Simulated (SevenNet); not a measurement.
**fcc Sr**

Method: the machine-learned potential SevenNet-0 (trained on PBE and PBE+U data).

Cell (relaxed at this level):

```cif
data_Sr4
_chemical_formula_sum 'Sr4'
_space_group_name_H-M_alt 'Fm-3m'
_space_group_IT_number 225
_space_group_name_Hall '-F 4 2 3'
_cell_length_a 6.03302
_cell_length_b 6.03302
_cell_length_c 6.03302
_cell_angle_alpha 90.000
_cell_angle_beta 90.000
_cell_angle_gamma 90.000
loop_
_atom_site_label
_atom_site_type_symbol
_atom_site_symmetry_multiplicity
_atom_site_Wyckoff_symbol
_atom_site_fract_x
_atom_site_fract_y
_atom_site_fract_z
_atom_site_occupancy
Sr1 Sr 4 a 0.00000 0.00000 0.00000 1
```
(The calculation used a cell of 1 atom; values per cell refer to that cell.)

For fcc Sr, the lattice constant a is 6.033 Å. The volume per atom is 54.90 Å³/atom.

Measured, for comparison: lattice constant a 6.045 Å, equilibrium volume per atom 55.22 Å³/atom (low-temperature or extrapolated to 0 K; zero-point anharmonic expansion removed; as tabulated in Csonka et al. (2009), arXiv:0903.4037). Computed (rounded) less measured: lattice constant a -0.2 %, equilibrium volume per atom -0.6 %.

A machine-learned potential is trained on density-functional data: it inherits that level's misses and adds fitting errors of its own.
